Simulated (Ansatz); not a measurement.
# [PH4]+ (SMILES [PH4+]): levels of theory compared

We compute a comparison of 6 runs (UHF/6-31G, B3LYP/6-31G, UPBE/3-21G, UPBE0/3-21G, wB97X/6-31G, MP2/6-31G) of [PH4]+. 

Program for the calculation: Ansatz 0.2.0.

## Step 1: The molecule

[PH4]+ has 5 atoms, charge +1, and is taken as a singlet. SMILES: `[PH4+]`. The H3–P1 distance was set to 2.063 Å, away from the relaxed value. At this shape a bond of the SMILES string is far longer than usual.

Bond lengths: P1–H2 1.375 Å, P1–H4 1.375 Å, P1–H5 1.375 Å. Angles: H2–P1–H4 109.5°, H2–P1–H5 109.5°, H4–P1–H5 109.5°.

## Step 2: The energy at UHF/6-31G (run 1)

The input, job.yaml:

```yaml
crystal:
  periodic: [false, false, false]
  atoms:
    - {symbol: P, position_ang: [0.308622, 0.508011, -0.345421]}
    - {symbol: H, position_ang: [1.666102, 0.446681, -0.135021]}
    - {symbol: H, position_ang: [-0.617320, -1.016050, 0.691010]}
    - {symbol: H, position_ang: [0.046782, 0.374261, -1.688811]}
    - {symbol: H, position_ang: [-0.169608, 1.719151, 0.096359]}
basis:
  gaussian:
    orbitals: 6-31G
total_charge: 1
hamiltonian:
  xc: hf
magnetization:
  spin_polarized: true
  initial_magnetization: 0
accuracy: high
```

On the command line:

```sh
$ ansatz run job.yaml --threads 1 --pin off --max-ram 2610MiB --events-out events.jsonl --progress --plain --runs-dir runs
```

The log of the run:

```text
Warning: RAYON_NUM_THREADS=1 ignored (pool sized by the plan → 1); use --threads N
Functional definition: HF
  name "HF"
  exchange = exact_x
  correlation = 0
472 factors; integrals over basis functions are off by at most 2.8e-9 eV
mean field evaluation 1: about -9322.3421 eV, gradient 7.9e0 eV
mean field evaluation 2: about -9322.3424 eV, gradient 7.9e0 eV
mean field evaluation 4: about -9323.0213 eV, gradient 5.5e-1 eV
mean field evaluation 8: about -9323.0256 eV, gradient 6.5e-7 eV
mean field evaluation 16: about -9323.0256 eV, gradient 8.2e-6 eV
mean field evaluation 32: about -9323.0880 eV, gradient 1.4e-7 eV
mean field -9323.08798681 eV, -342.6171640991 hartree, gradient 1.0e-8 eV, S^2 0.247839; 2 other end points of the search recorded, 0 dependent functions left out
reference -9323.08798681 eV, -342.6171640991 hartree; 9, 9 occupied and 12, 12 virtual orbitals, 472 factors
Total energy: -9323.08798681 eV, -342.6171640991 hartree
```

It took 0.3 s on 1 thread of AMD EPYC 7R43 (Zen 3), shared host.

## Step 3: The energy at B3LYP/6-31G (run 2)

The input, input.yaml:

```yaml
basis:
  gaussian: {orbitals: 6-31G}
crystal:
  periodic: [false, false, false]
  atoms:
    - {symbol: P, position_ang: [0.308622, 0.508011, -0.345421]}
    - {symbol: H, position_ang: [1.666102, 0.446681, -0.135021]}
    - {symbol: H, position_ang: [-0.617320, -1.016050, 0.691010]}
    - {symbol: H, position_ang: [0.046782, 0.374261, -1.688811]}
    - {symbol: H, position_ang: [-0.169608, 1.719151, 0.096359]}
total_charge: 1
hamiltonian: {xc: {name: B3LYP}}
accuracy: high
```

On the command line:

```sh
$ ansatz run input.yaml --threads 1 --pin off --max-ram 2610MiB --events-out events.jsonl --progress --plain --runs-dir runs
```

The log of the run:

```text
Warning: RAYON_NUM_THREADS=1 ignored (pool sized by the plan → 1); use --threads N
Functional definition: B3LYP
  name "B3LYP"
  parameter a0 = 0.2
  parameter ax = 0.72
  parameter ac = 0.81
  exchange = (1 - a0 - ax)*slater_x + ax*b88_x + a0*exact_x
  correlation = (1 - ac)*vwn_rpa_c + ac*lyp_c
472 factors; integrals over basis functions are off by at most 2.8e-9 eV
mean field evaluation 1: about -9340.3808 eV, gradient 2.1e1 eV
mean field evaluation 2: about -9338.8646 eV, gradient 2.8e1 eV
mean field evaluation 4: about -9342.6038 eV, gradient 5.0e-1 eV
mean field evaluation 8: about -9342.5958 eV, gradient 4.0e-4 eV
mean field evaluation 16: about -9342.5958 eV, gradient 2.0e-8 eV
mean field -9342.59575541 eV, -343.3340613723 hartree, gradient 2.0e-8 eV, S^2 0.000000; 0 other end points of the search recorded, 0 dependent functions left out
reference -9342.59578645 eV, -343.3340625132 hartree; 9, 9 occupied and 12, 12 virtual orbitals, 472 factors
Total energy: -9342.59578645 eV, -343.3340625132 hartree
```

Wall time 0.77 s (1 thread of AMD EPYC 7R43 (Zen 3), shared host); peak memory 0.1 GiB.

Runs 3 to 5 aren't shown in full; the table further down has their settings and results.

## Step 4: The energy at MP2/6-31G (run 6)

The input, in.yaml:

```yaml
crystal:
  periodic: [false, false, false]
  atoms:
    - {symbol: P, position_ang: [0.308622, 0.508011, -0.345421]}
    - {symbol: H, position_ang: [1.666102, 0.446681, -0.135021]}
    - {symbol: H, position_ang: [-0.617320, -1.016050, 0.691010]}
    - {symbol: H, position_ang: [0.046782, 0.374261, -1.688811]}
    - {symbol: H, position_ang: [-0.169608, 1.719151, 0.096359]}
basis:
  gaussian: {orbitals: 6-31G}
total_charge: 1
correlation: {method: mp2, frozen_orbitals: {H: 0, P: 5}}
accuracy: high
```

On the command line:

```sh
$ ansatz run in.yaml --threads 1 --pin off --max-ram 2610MiB --events-out events.jsonl --progress --plain --runs-dir runs
```

The log of the run:

```text
Warning: RAYON_NUM_THREADS=1 ignored (pool sized by the plan → 1); use --threads N
[... 4 set-up lines as earlier in the session ...]
472 factors; integrals over basis functions are off by at most 2.8e-9 eV
mean field evaluation 1: about -9322.3421 eV, gradient 1.1e1 eV
mean field evaluation 2: about -9322.3424 eV, gradient 1.1e1 eV
mean field evaluation 4: about -9323.0213 eV, gradient 7.7e-1 eV
mean field evaluation 8: about -9323.0256 eV, gradient 5.7e-7 eV
mean field -9323.02556240 eV, -342.6148700446 hartree, gradient 7.2e-8 eV, S^2 0.000000; 0 other end points of the search recorded, 0 dependent functions left out; unrestricted orbitals would lower it
5 core orbitals not correlated: weight in the atoms' cores, before any rotation towards them, 1.000 or more for the frozen orbitals, at most 0.000 for the correlated occupied ones
reference -9323.02556240 eV, -342.6148700446 hartree; 4, 4 occupied and 12, 12 virtual orbitals, 472 factors
second order -2.07786944 eV of doubles, -0.00000000 eV of singles
Total energy: -9325.10343184 eV, -342.6912303379 hartree
```

It took 0.2 s on 1 thread of AMD EPYC 7R43 (Zen 3), shared host.

## Step 5: The series

```csv
run,level,frozen core orbitals,energy (Eh),wall time
1,UHF/6-31G,–,-342.617164,0.3 s
2,B3LYP/6-31G,–,-343.334063,0.77 s
3,UPBE/3-21G,–,-341.432554,1.1 s
4,UPBE0/3-21G,–,-341.462192,1.1 s
5,wB97X/6-31G,–,-343.296687,2.9 s
6,MP2/6-31G,5,-342.691230,0.2 s
```

## Step 6: Outcome

| quantity | value |
| --- | --- |
| run 6: total energy | -342.69123 Eh |
| run 6: correlation energy (5 core orbitals frozen) | -76.4 mEh |

**Reading.** Totals of different functionals can't be ranked against each other. In run 6 the log says that unrestricted orbitals would lower the reference, so the values rest on an unstable closed-shell determinant (other closed-shell runs at this shape may share the fault). Spin contamination of the reference: run 1 ⟨S²⟩ = 0.25. All runs together took 6.5 s, the longest 2.9 s.
